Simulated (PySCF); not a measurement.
# Magnetic susceptibility: SMILES CC(=CSC)C, C5H10S

Cartesian coordinates in Å; atom numbers follow the order of the lines, from 1:
```xyz
16

C     2.945    0.805    0.079
S     1.575    0.000   -0.772
C     0.285    0.284    0.388
C    -0.986   -0.125    0.241
C    -2.017    0.167    1.289
C    -1.458   -0.888   -0.959
H     3.152    0.328    1.049
H     3.827    0.687   -0.565
H     2.755    1.879    0.223
H     0.582    0.839    1.284
H    -2.458   -0.766    1.681
H    -1.596    0.727    2.137
H    -2.851    0.756    0.871
H    -2.267   -0.343   -1.476
H    -0.654   -1.069   -1.686
H    -1.875   -1.866   -0.662
```

Method used: GIAO HF/pcSseg-1 magnetisability, rotational g tensor and spin-rotation constants, non-relativistic, gas phase (PySCF). Geometry: PBE0-D3(BJ)/def2-SVP.

(1) What are the magnetisability and the molar susceptibility?

(2) Split it along the inertial axes a, b, c into diamagnetic and paramagnetic parts about the centre of mass, with the quadrupole moment.

(3) And the rotational g tensor?

## Answers

(1) Isotropic -1261 × 10⁻³⁰ J/T², or -75.9 × 10⁻⁶ cm³/mol; principal values -1301, -1289, -1193 × 10⁻³⁰ J/T², anisotropy 103 × 10⁻³⁰ J/T² (root of half the summed squared differences of the principal values). The susceptibility is in cgs units.

(2) 
```csv
axis,χ (10⁻⁶ cm³/mol),diamagnetic (10⁻⁶ cm³/mol),paramagnetic (10⁻⁶ cm³/mol),summed x² of all electrons (Å²),quadrupole Θ (D Å)
a,-77.6,-310.7,233.1,207.3,+6.84
b,-71.9,-943.4,871.6,58.2,-0.74
c,-78.4,-1126.4,1048.0,15.1,-6.11
```
Anisotropies 2χaa − χbb − χcc = -5.0 and 2χbb − χaa − χcc = +12.3 × 10⁻⁶ cm³/mol. Θ is traceless in Buckingham's convention.

(3) 
| axis | rotational constant (GHz) | g | nuclear part | electronic part |
| --- | --- | --- | --- | --- |
| a | 6.2691 | -0.0196 | 0.6669 | -0.6865 |
| b | 1.4849 | -0.0055 | 0.6025 | -0.6080 |
| c | 1.2285 | +0.0010 | 0.6059 | -0.6049 |

Asymmetric top; isotopes 12C, 1H, 32S; no vibrational averaging.
